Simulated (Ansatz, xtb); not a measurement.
Relative energy of two isomers of CH5NOS

We compare a, `NSCO`, a singlet, with b, `N[C@H](O)S`, a singlet. Both are isolated molecules in the gas phase, relaxed with r2SCAN-D4/def2-SVP; the shapes shown needn't be the lowest conformers.

a (Å):

```xyz
9

C     0.4076    0.5926   -1.0861
N    -1.6117    0.7136    0.6010
O     1.1023    0.8215    0.0824
S    -1.3022    1.3106   -1.0022
H    -2.3605    0.0196    0.5970
H    -1.8931    1.4856    1.2055
H     0.9062    1.0929   -1.9324
H     0.2977   -0.4864   -1.3205
H     0.4755    0.5575    0.7854
```

b (Å):

```xyz
9

C     1.7977   -0.5581    1.0186
N     1.2130    0.5905    1.6587
O     0.8019   -1.3768    0.5176
S     2.8487   -1.3618    2.3385
H     1.9256    1.1995    2.0597
H     0.6867    1.1265    0.9677
H     2.4662   -0.3536    0.1592
H     0.1941   -1.5378    1.2586
H     3.4579   -2.2134    1.4854
```

Quicker runs give these differences E(b) − E(a): GFN2-xTB −0.354 eV; HF/STO-3G −0.013 eV (at GFN2-xTB geometries); r2SCAN-D4/def2-SVP//GFN2-xTB −0.539 eV.

Q: Estimate E(b) − E(a) at the level CCSD(T)/def2-TZVP.

A: Calculated at CCSD(T)/def2-TZVP: E(b) − E(a) = −0.448 eV, so structure b lies lower.

Level by level:

```tsv
level	geometry	E(b) − E(a) (eV)	departure from the last row (eV)	job, with rough time for the two
GFN2-xTB	GFN2-xTB	−0.354	+0.094	optimisation, 0.096 s
HF/STO-3G	GFN2-xTB	−0.013	+0.435	single point, 0.18 s
r2SCAN-D4/def2-SVP//GFN2-xTB	GFN2-xTB	−0.539	−0.091	single point, 2.3 s
r2SCAN-D4/def2-SVP	r2SCAN-D4/def2-SVP	−0.554	−0.106	optimisation, 27 s
HF/def2-TZVP	r2SCAN-D4/def2-SVP	−0.531	−0.083	part of the CCSD(T) run
MP2/def2-TZVP	r2SCAN-D4/def2-SVP	−0.460	−0.012	part of the CCSD(T) run
CCSD(T)/def2-TZVP	r2SCAN-D4/def2-SVP	−0.448		single point, 55 s
```

As drawn, b has 1 C–N, 1 S–H in place of 1 N–S, 1 C–H.

HF/STO-3G finds them nearly level. The largest departure from CCSD(T)/def2-TZVP is that of HF/STO-3G, 0.435 eV.

With harmonic frequencies from r2SCAN-D4/def2-SVP (ideal gas, rigid rotor, one conformer each, 600 K, 1 atm): the zero-point term adds −0.045 eV; ΔH is −0.482 and ΔG −0.487 eV.

The correlated steps freeze 8 core orbitals. Run with Ansatz 0.2.0, xtb 6.7.1; the last row on 2 threads of Arm Neoverse V2 on a shared host.
